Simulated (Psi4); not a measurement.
# One shape, several levels: C2H2F2 (SMILES F/C=C\F)

We compute a comparison of 3 runs (B3LYP/6-31G*, B3LYP/def2-TZVP, MP2/3-21G) of C2H2F2. 

The calculation is run with Psi4 1.11.

2 further runs of the same task are left out: 2 set aside as unsound or not needed.

### 1 The structure to begin with

C2H2F2 has 6 atoms, charge 0, and is taken as a singlet. As SMILES, `F/C=C\F`. The coordinates come from a GFN2-xTB relaxation.

Bond lengths: F1–C2 1.335 Å, C2–C3 1.321 Å, C3–F4 1.335 Å, C2–H5 1.079 Å, C3–H6 1.078 Å. Angles: F1–C2–C3 123.7°, C2–C3–F4 123.7°, F1–C2–H5 113.2°, C3–C2–H5 123.0°, C2–C3–H6 123.2°, F4–C3–H6 113.1°.

### 2 Energy and forces at B3LYP/6-31G(d) (Cartesian functions) (run 1)

Contents of c2h2f2.xyz:

```xyz
6
C2H2F2
F      0.192360    -0.836360    -1.520840
C      0.405210     0.027280    -0.525710
C     -0.327390     0.076410     0.572410
F     -1.362570    -0.733090     0.808990
H      1.239650     0.687180    -0.705780
H     -0.147270     0.778580     1.370930
```

Contents of job.py:

```python
import psi4

psi4.set_memory('1600 MB')
psi4.set_num_threads(1)
psi4.set_output_file('run.log', False)

with open('c2h2f2.xyz') as f:
    atoms = ''.join(f.readlines()[2:])
mol = psi4.geometry('0 1\n' + atoms + 'symmetry c1\nno_reorient\nno_com')

psi4.set_options({
    'basis': '6-31G*',
    'puream': False,
    'e_convergence': 1e-09,
    'd_convergence': 1e-08,
    'scf_type': 'pk',
    'dft_radial_points': 99,
    'dft_spherical_points': 590,
})

e, wfn = psi4.gradient('b3lyp', return_wfn=True)
psi4.oeprop(wfn, 'WIBERG_LOWDIN_INDICES', 'LOWDIN_CHARGES', 'MAYER_INDICES', title='B3LYP')
print('gradient / Eh bohr^-1')
print(e.np.round(6))
print(f'energy = {wfn.energy():.10f} Eh')
```

Started as:

```
$ python job.py
```

run.log:

```text
[...]
  Running in c1 symmetry.
[...]
  Nuclear repulsion =  113.607617687594825
[...]
  Multiplicity = 1
[...]
  Nalpha       = 16
  Nbeta        = 16
[...]
    Number of basis functions: 64
[...]
   @RKS iter   1:  -276.95920695181258   -2.90480e-01   6.49183e-03 ADIIS/DIIS
[...]
   @RKS iter  11:  -277.04050903296456   -1.30740e-12   4.58296e-09 DIIS
[...]
    Orbital Energies [Eh]
    ---------------------
    Doubly Occupied:
       1A    -24.711508     2A    -24.711237     3A    -10.271915
       4A    -10.270960     5A     -1.231244     6A     -1.219337
       7A     -0.778328     8A     -0.619301     9A     -0.551570
      10A     -0.537132    11A     -0.481562    12A     -0.473319
      13A     -0.442425    14A     -0.398501    15A     -0.368420
      16A     -0.253817
[...]
  @RKS Final Energy:  -277.04050903296456
   => Energetics <=
    Nuclear Repulsion Energy =            113.6076176875948249
    One-Electron Energy =                -607.7891408586305033
    Two-Electron Energy =                 243.4265166123044537
    DFT Exchange-Correlation Energy =     -26.2855024742333185
    Empirical Dispersion Energy =           0.0000000000000000
    VV10 Nonlocal Energy =                  0.0000000000000000
    Total Energy =                       -277.0405090329645645
[...]
 Multipole Moments:
 ------------------------------------------------------------------------------------
     Multipole            Electronic (a.u.)      Nuclear  (a.u.)        Total (a.u.)
 ------------------------------------------------------------------------------------
 L = 1.  Multiply by 2.5417464519 to convert [e a0] to [Debye]
 Dipole X            :         17.4192388          -16.9557377            0.4635010
 Dipole Y            :         23.3680430          -22.7469168            0.6211262
 Dipole Z            :         10.6014136          -10.3203613            0.2810523
 Magnitude           :                                                    0.8243915
[...]
  -Total Gradient:
     Atom            X                  Y                   Z
    ------   -----------------  -----------------  -----------------
       1        0.003366515258     0.006165590772     0.004489823888
       2       -0.004914870628    -0.002558588013     0.003107077783
       3        0.001477609099    -0.002245093964    -0.005422071158
       4        0.005507637641     0.005878282419     0.001091259860
       5       -0.002641965954    -0.003466817556    -0.001510905143
       6       -0.002796153202    -0.003775017100    -0.001755918795
[...]
```

The script printed:

```text
gradient / Eh bohr^-1
[[ 0.003367  0.006166  0.00449 ]
 [-0.004915 -0.002559  0.003107]
 [ 0.001478 -0.002245 -0.005422]
 [ 0.005508  0.005878  0.001091]
 [-0.002642 -0.003467 -0.001511]
 [-0.002796 -0.003775 -0.001756]]
energy = -277.0405090330 Eh
```

It took 23 s on 1 thread of AMD EPYC, shared host; peak memory 0.8 GiB.

### 3 Energy and forces at B3LYP/def2-TZVP (run 2)

c2h2f2.xyz is that of step 2.

Contents of c2h2f2.py:

```python
import psi4

psi4.set_memory(1600000000)
psi4.set_num_threads(1)
psi4.set_output_file('run.log', False)

with open('c2h2f2.xyz') as f:
    atoms = ''.join(f.readlines()[2:])
geom = psi4.geometry('0 1\n' + atoms + 'symmetry c1')

psi4.set_options({
    'basis': 'def2-TZVP',
    'puream': True,
    'e_convergence': 1e-09,
    'd_convergence': 1e-08,
    'scf_type': 'pk',
    'dft_radial_points': 99,
    'dft_spherical_points': 590,
})

e_tot = psi4.gradient("b3lyp")
print('gradient / Eh bohr^-1')
print(e_tot.np.round(6))
for k, v in sorted(psi4.core.scalar_variables().items()):
    print(f'{k:45s} {v:18.10f}')
```

Started as:

```
$ python c2h2f2.py
```

run.log:

```text
[...]
  Running in c1 symmetry.
[...]
  Nuclear repulsion =  113.607617687594839
[...]
  Multiplicity = 1
[...]
  Nalpha       = 16
  Nbeta        = 16
[...]
    Number of basis functions: 136
[...]
   @RKS iter   1:  -277.03402022620952   -2.97493e-01   4.11016e-03 ADIIS/DIIS
[...]
   @RKS iter  11:  -277.17663344916275   -3.41061e-13   6.58150e-09 DIIS
[...]
    Orbital Energies [Eh]
    ---------------------
    Doubly Occupied:
       1A    -24.707805     2A    -24.707557     3A    -10.267356
       4A    -10.266405     5A     -1.249470     6A     -1.237703
       7A     -0.791035     8A     -0.635247     9A     -0.566998
      10A     -0.557139    11A     -0.498252    12A     -0.494707
      13A     -0.465225    14A     -0.417946    15A     -0.388648
      16A     -0.272724
[...]
  @RKS Final Energy:  -277.17663344916275
   => Energetics <=
    Nuclear Repulsion Energy =            113.6076176875948391
    One-Electron Energy =                -607.6479020284834860
    Two-Electron Energy =                 243.1541582686986089
    DFT Exchange-Correlation Energy =     -26.2905073769727196
    Empirical Dispersion Energy =           0.0000000000000000
    VV10 Nonlocal Energy =                  0.0000000000000000
    Total Energy =                       -277.1766334491627504
[...]
 Multipole Moments:
 ------------------------------------------------------------------------------------
     Multipole            Electronic (a.u.)      Nuclear  (a.u.)        Total (a.u.)
 ------------------------------------------------------------------------------------
 L = 1.  Multiply by 2.5417464519 to convert [e a0] to [Debye]
 Dipole X            :         -1.6187599            2.1242819            0.5055221
 Dipole Y            :         -2.1722310            2.8496707            0.6774397
 Dipole Z            :         -0.9863270            1.2928243            0.3064973
 Magnitude           :                                                    0.8991205
[...]
  -Total Gradient:
     Atom            X                  Y                   Z
    ------   -----------------  -----------------  -----------------
       1        0.002966063734     0.004122570876     0.001991559119
       2       -0.002239461378    -0.002563698282    -0.000639174051
       3       -0.000986955969    -0.001937181538    -0.001518590052
       4        0.002997143674     0.003997223418     0.001789703682
       5       -0.000494005755    -0.001712169070    -0.001890021738
       6       -0.002242452197    -0.001906298067     0.000266737619
[...]
```

Standard output:

```text
gradient / Eh bohr^-1
[[ 0.002966  0.004123  0.001992]
 [-0.002239 -0.002564 -0.000639]
 [-0.000987 -0.001937 -0.001519]
 [ 0.002997  0.003997  0.00179 ]
 [-0.000494 -0.001712 -0.00189 ]
 [-0.002242 -0.001906  0.000267]]
CURRENT ENERGY                                   -277.1766334492
CURRENT REFERENCE ENERGY                         -277.1766334492
DD SOLVATION ENERGY                                 0.0000000000
DFT FUNCTIONAL TOTAL ENERGY                      -277.1766334492
DFT TOTAL ENERGY                                 -277.1766334492
DFT VV10 ENERGY                                     0.0000000000
DFT XC ENERGY                                     -26.2905073770
GRID ELECTRONS ALPHA                               16.0000000067
GRID ELECTRONS BETA                                16.0000000067
GRID ELECTRONS TOTAL                               32.0000000133
NUCLEAR REPULSION ENERGY                          113.6076176876
ONE-ELECTRON ENERGY                              -607.6479020285
PCM POLARIZATION ENERGY                             0.0000000000
PE ENERGY                                           0.0000000000
SCF ITERATION ENERGY                             -277.1766334492
SCF ITERATIONS                                     11.0000000000
SCF TOTAL ENERGY                                 -277.1766334492
TWO-ELECTRON ENERGY                               243.1541582687
XC GRID RADIAL POINTS                              99.0000000000
XC GRID SPHERICAL POINTS                          590.0000000000
XC GRID TOTAL POINTS                           335980.0000000000
```

It took 74 s on 1 thread of AMD EPYC, shared host; peak memory 0.98 GiB.

### 4 A single-point energy at MP2/3-21G (run 3)

Contents of input.dat:

```
memory 1600 MB

molecule system {
  0 1
  F      0.36350772    -1.58049134    -2.87397108
  C      0.76573592     0.05155173    -0.99344792
  C     -0.61867744     0.14439397     1.08169813
  F     -2.57488413    -1.38533932     1.52876954
  H      2.34259899     1.29858200    -1.33373090
  H     -0.27829997     1.47130297     2.59068224
  units bohr
  symmetry c1
}

set basis 3-21G
set reference rhf
set puream true
set e_convergence 1e-09
set d_convergence 1e-08
set scf_type pk
set num_frozen_docc 4
set mp2_type conv

E, wfn = energy('mp2', return_wfn=True)
```

Started as:

```
$ psi4 -i input.dat -o output.dat -n 1
```

output.dat:

```text
[...]
  Running in c1 symmetry.
[...]
  Nuclear repulsion =  113.607617739360023
[...]
  Multiplicity = 1
[...]
  Nalpha       = 16
  Nbeta        = 16
[...]
    Number of basis functions: 40
[...]
   @RHF iter   1:  -274.19072099569621   -6.77643e-01   6.35718e-03 DIIS/ADIIS
[...]
   @RHF iter  11:  -274.22483629010208   -7.38964e-13   2.63391e-09 DIIS
[...]
    Orbital Energies [Eh]
    ---------------------
    Doubly Occupied:
       1A    -26.181855     2A    -26.181041     3A    -11.283733
       4A    -11.283619     5A     -1.628631     6A     -1.615714
       7A     -1.071209     8A     -0.842001     9A     -0.774915
      10A     -0.730810    11A     -0.696826    12A     -0.679132
      13A     -0.666976    14A     -0.599722    15A     -0.561685
      16A     -0.385773
[...]
  @RHF Final Energy:  -274.22483629010208
   => Energetics <=
    Nuclear Repulsion Energy =            113.6076177393600233
    One-Electron Energy =                -605.2976230814176688
    Two-Electron Energy =                 217.4651690519555700
    Total Energy =                       -274.2248362901020755
[...]
 Multipole Moments:
 ------------------------------------------------------------------------------------
     Multipole            Electronic (a.u.)      Nuclear  (a.u.)        Total (a.u.)
 ------------------------------------------------------------------------------------
 L = 1.  Multiply by 2.5417464519 to convert [e a0] to [Debye]
 Dipole X            :         -1.4560076            2.1242819            0.6682744
 Dipole Y            :         -1.9538998            2.8496707            0.8957709
 Dipole Z            :         -0.8871590            1.2928243            0.4056652
 Magnitude           :                                                    1.1889325
[...]
	SCS-MP2 Total Energy (a.u.)        :  -274.62709204421418
	SOS-MP2 Total Energy (a.u.)        :  -274.59333004457966
	SCSN-MP2 Total Energy (a.u.)       :  -274.40309964817232
[...]
	SOS-PI-MP2 Total Energy (a.u.)     :  -274.65474567032595
[...]
	MP2 Total Energy (a.u.)            :  -274.63320041773693
[...]
```

It took 3.6 s on 1 thread of AMD EPYC, shared host; peak memory 0.19 GiB.

### 5 All runs side by side

| run | level | Cartesian functions | properties | energy (Eh) | dipole moment (D) | HOMO energy (eV) | LUMO energy (eV) | wall time |
| --- | --- | --- | --- | --- | --- | --- | --- | --- |
| 1 | B3LYP/6-31G* (Cartesian functions) | yes | (wiberg, lowdin, mayer) | -277.040509 | 2.10 | -6.91 | 0.74 | 23 s |
| 2 | B3LYP/def2-TZVP | no | – | -277.176633 | 2.29 | -7.42 | 0.09 | 74 s |
| 3 | MP2/3-21G | no | – | -274.633200 | – | -10.50 | 4.86 | 3.6 s |

### 6 Outcome

```
                                          quantity          value
                               run 3: total energy  -274.63320 Eh
        run 3: HOMO energy (Hartree–Fock orbitals)      -10.50 eV
        run 3: LUMO energy (Hartree–Fock orbitals)        4.86 eV
      run 3: HOMO–LUMO gap (Hartree–Fock orbitals)       15.36 eV
run 3: correlation energy (4 core orbitals frozen)     -408.4 mEh
```

All runs together took 1.7 min, the longest 74 s.
